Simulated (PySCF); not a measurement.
# BN (triplet) with other numerical set-ups

The method stays; parts of the set-up, such as the basis or the Hamiltonian, are changed.

Computed with PySCF 2.14.0. Level: method and basis as typed in the scripts.

4 further runs of the same task are left out: 4 that didn't finish.

### Step 1. The system as given

BN (triplet): 2 atoms, charge 0, spin multiplicity 3.

Bond lengths: B1–N2 1.521 Å.

### Step 2. Base script

The input, input.py:

```python
from pyscf import gto, scf, cc

mol = gto.M(
    atom='B 0 0 0; N 0 0 1.521',
    basis='cc-pvtz',
    charge=0,
    spin=2,
    verbose=3,
)
mf = scf.UHF(mol)
mf.kernel()
mycc = cc.CCSD(mf, frozen=2)
mycc.kernel()
mycc.ccsd_t()
mf.dip_moment()
print('orbital energies (hartree):', [e[max(0, n-3):n+3].round(4) for e, n in zip(mf.mo_energy, mol.nelec)])
```

Run with:

```
OMP_NUM_THREADS=1 python input.py
```

Its log is not repeated here.

In short: E(SCF) = -78.976098 Eh, E(CCSD) − E(SCF) = -0.25209 Eh, (T) = -0.01590 Eh, ⟨S²⟩ = 2.274, μ = 2.16 D (of the SCF density).

The bond length is a typed value, not an optimised one. The triplet is typed in the script; nothing here shows that it is the ground state.

### Step 3. 3-21g

Run 1 changes basis set: cc-pvtz → 3-21g.

The input, input.py:

```python
from pyscf import gto, scf, cc

mol = gto.M(
    atom='B 0 0 0; N 0 0 1.521',
    basis='3-21g',
    charge=0,
    spin=2,
    verbose=3,
)
mf = scf.UHF(mol)
mf.kernel()
mycc = cc.CCSD(mf, frozen=2)
mycc.kernel()
mycc.ccsd_t()
mf.dip_moment()
print('orbital energies (hartree):', [e[max(0, n-3):n+3].round(4) for e, n in zip(mf.mo_energy, mol.nelec)])
```

Run with:

```
OMP_NUM_THREADS=1 python input.py
```

### Step 4. Cc-pvdz

Run 2 changes basis set: cc-pvtz → cc-pvdz.

input.py: that of step 2 with these lines changed.

```diff
@@ -4,3 +4,3 @@
     atom='B 0 0 0; N 0 0 1.521',
-    basis='cc-pvtz',
+    basis='cc-pvdz',
     charge=0,
```

### Step 5. Pcseg-1

Run 3 changes basis set: cc-pvtz → pcseg-1.

input.py: that of step 2 with these lines changed.

```diff
@@ -4,3 +4,3 @@
     atom='B 0 0 0; N 0 0 1.521',
-    basis='cc-pvtz',
+    basis='pcseg-1',
     charge=0,
```

Q: Predict the outcome of this session. Wanted: for each run, E(SCF); from base; gap, α spin; SCF dipole; after the SCF.

**Answer**, as computed:

```csv
run,E(SCF) (hartree),from base (eV),"gap, α spin (eV)",SCF dipole (D),functions,after the SCF
base,-78.976098,0,14.72,2.16,60,"CCSD(T) correlation -7.292 eV, core frozen"
3-21g,-78.515674,+12.5288,14.78,1.42,18,"CCSD(T) correlation -4.382 eV, core frozen"
cc-pvdz,-78.959469,+0.4525,14.85,1.93,28,"CCSD(T) correlation -6.154 eV, core frozen"
pcseg-1,-78.927114,+1.3329,14.72,2.42,28,"CCSD(T) correlation -6.139 eV, core frozen"
```

**Reading.** Of the runs whose energies can be compared, “3-21g” moves the SCF energy most (+12.529 eV). 3-21g (18 functions) gives an energy 12.53 eV higher than cc-pvtz (60). cc-pvdz (28 functions) gives an energy 0.45 eV higher than cc-pvtz (60). pcseg-1 (28 functions) gives an energy 1.33 eV higher than cc-pvtz (60).
